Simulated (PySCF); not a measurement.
**Radiative rates from a computed spectrum**

Formyl cation, CHO (charge +1).
Numbering: `[CH:1]#[O+:2]` (hydrogens: H3 on C1)

Method: PySCF, TDDFT CAM-B3LYP/aug-cc-pVTZ, vertical, gas phase, core orbitals frozen in the response. Isolated species at its PBE0-D3(BJ)/def2-TZVP geometry, gas phase.

Computed singlets with f of 0.002 or more:

```tsv
state	λ (nm)	f
S6	86.0	0.0071
S7	86.0	0.0071
S8	84.4	0.321
S9	77.6	0.226
S10	77.6	0.226
```

Q: Give A, τ, |μ| and ∫σ dE for each state.

A: Relations used (vacuum, state to state): A = 0.6670 f ν̃² s⁻¹ (ν̃ in cm⁻¹); τ = 1/A; f = (2/3) ΔE |μ|² in atomic units; ∫σ dE = 109.76 f Mb·eV.

```csv
state,A (s⁻¹),τ,|μ| (D),∫σ dE (Mb·eV)
S6,6.4×10⁷,16 ns,0.36,0.78
S7,6.4×10⁷,16 ns,0.36,0.78
S8,3.0×10⁹,330 ps,2.40,35
S9,2.5×10⁹,400 ps,1.93,25
S10,2.5×10⁹,400 ps,1.93,25
```

States that coincide in energy are taken one by one. These lifetimes count emission to the ground state at the vertical energy alone; relaxation of the geometry and all other decay channels are left out.

Q: By what factor does the largest A in the list exceed the smallest?

A: S8 has 47 times the rate of S6.

Q: Which computed singlets stay under f = 0.002?

A: S1 (9.50 eV, f 0.0000), S2 (9.92 eV, f 0.0000), S3 (9.92 eV, f 0.0000), S4 (11.70 eV, f 0.0014) and S5 (11.70 eV, f 0.0014).

Q: Suppose S6 emitted 0.3 eV lower with the same transition dipole. How would A change?

A: At fixed |μ|, A goes as the cube of the energy: (14.11/14.41)³ = 0.94, which makes τ about 17 ns.
